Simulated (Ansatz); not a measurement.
We consider cubic BN, described by r²SCAN+rVV10 (Ansatz, a quantum-chemistry and plane-wave program, plane waves, PAW).

Total energies, extrapolated to zero smearing (they compare only within this program, potentials and cutoff; free atoms with spin allowed, lowest state found):

| system | energy (eV/atom) |
|---|---|
| cubic BN, relaxed | -271.8633 |
| free B atom | -150.1416 |
| free N atom | -379.7133 |

Task: Work out the cohesive energy per atom.

Result: E_coh = [1 × (-150.1416) + 1 × (-379.7133)]/2 − (-271.8633) = 6.94 eV/atom. The reference value is 6.76 eV/atom (measured, static lattice: zero-point vibration energy added; as tabulated in Mejia-Rodriguez and Trickey (2018), arXiv:1807.09216), a difference of +0.18 eV/atom.

The PAW data were made under PBE.
